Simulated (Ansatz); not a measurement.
AlH$_{2}$, doublet in aug-cc-pVTZ: errors against UCCSDT(Q)

Geometry: that of the AlH2⁻, singlet, kept fixed.

```xyz
3

Al    0.0000   -0.0810    0.0000
H     0.0000    1.0848   -1.2329
H     0.0000    1.0848    1.2329
```

Basis aug-cc-pVTZ; Ansatz 0.2.0. Correlated methods freeze the noble-gas cores, which leaves 5 electrons in 91 orbitals. R marks a restricted (for open shells ROHF) determinant, U an unrestricted one. Active spaces: valence = (5e, 6o) chosen from the atoms' valence shells.

Full CI isn't at hand for all of this; UCCSDT(Q) serves as the reference, and is uncertain by about the last step of the cluster series. The frozen core follows each run's orbitals, which can shift R against U totals by a few meV.

The UHF ⟨S²⟩ is 0.759. The T1 diagnostic (RCCSD) is 0.0256. The largest doubles amplitude (RCCSD) is 0.025 and the T1 diagnostic (UCCSD) is 0.0183.

```
   level  E − E(RHF) (eV)
     UHF          -0.0377
    RMP2          -1.9468
    UMP2          -1.9537
   RCCSD          -2.4863
   UCCSD          -2.4886
RCCSD(T)          -2.5393
UCCSD(T)          -2.5402
```

(1) Estimate how far UCCSDT(Q) in aug-cc-pVTZ lies from RCCSD(T). The table doesn't fix it; the size of (T) and the diagnostics are the guide.

(1) UCCSDT(Q) in aug-cc-pVTZ lies 1.9 kJ/mol below RCCSD(T), which is 36 % of the (T) step (-5.1 kJ/mol). The diagnostics give no warning, yet the rest is a sizeable part of (T).

The other levels:

```
                 level  E − E(UCCSDT(Q)) (kJ/mol)  share of correlation (%)  wall time
               BCCD(T)                        1.8                     99.26       21 s
                RCCSDT                        0.2                     99.92          –
                UCCSDT                        0.1                     99.96          –
             RCCSDT(Q)                        0.1                     99.96    4.1 min
CASSCF (valence space)                      151.0                     38.83          –
NEVPT2 (valence space)                       47.8                     80.64      8.1 s
```

The correlation energy at UCCSDT(Q), counted from RHF, is -2.559 eV. That run took 4 min on 1 thread of Intel Xeon, shared host.

Times hold each run's SCF and search for its determinant on a shared host, so for small cases they say little of a method's own cost; they ran on 1 thread of Intel Xeon.

Natural occupations of CASSCF (valence space) about the gap: 1.968 1.961 1.001 0.029 0.028 0.012; effectively unpaired electrons, Σ n²(2−n)², 1.02.
